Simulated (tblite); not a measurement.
# CH8BeN: the cost of one run

Computed with tblite 0.8.0 and PySCF 2.14.0; each step states its level. No surroundings beyond the atoms listed, unless a continuum is named. Atoms count from 0, parts from 1.

## 1. The system as given

11 atoms, charge 1, multiplicity 1; geometry: rigid parts in contact. Parts: 1 = atoms 0–2, `[BeH2]`, charge 0; 2 = atoms 3–10, `C[NH3+]`, charge 1.

## 2. Bringing the parts together with GFN2-xTB

What the job is given:

```
{"job": {"kind": "dock", "xc": "GFN2-xTB", "basis": "xTB"}, "charge": 1, "multiplicity": 1, "parts": [{"atoms": "0-2", "charge": 0, "multiplicity": 1}, {"atoms": "3-10", "charge": 1, "multiplicity": 1}]}
Be     0.000227    -0.000244    -0.000075
H     -0.137416    -0.609187    -1.116348
H      0.137189     0.609431     1.116424
C     -1.772105    -2.926281    -0.485115
N     -1.254334    -2.436674     0.817117
H     -2.040030    -2.085017    -1.120625
H     -2.653845    -3.543529    -0.327821
H     -1.013224    -3.520351    -0.989525
H     -0.999733    -3.227606     1.424077
H     -0.418678    -1.853067     0.676095
H     -1.967736    -1.873257     1.299257
```

Method: GFN2-xTB search for minima from random contacts, gas phase.

Command:

```console
> OMP_NUM_THREADS=1 python cluster_run.py task.json out
```

The driver reads the jobs from task.json and runs them one after another.

**Question.** How long does this first job take on 1 thread of Arm Neoverse V1, shared host?

About 1.8 s.
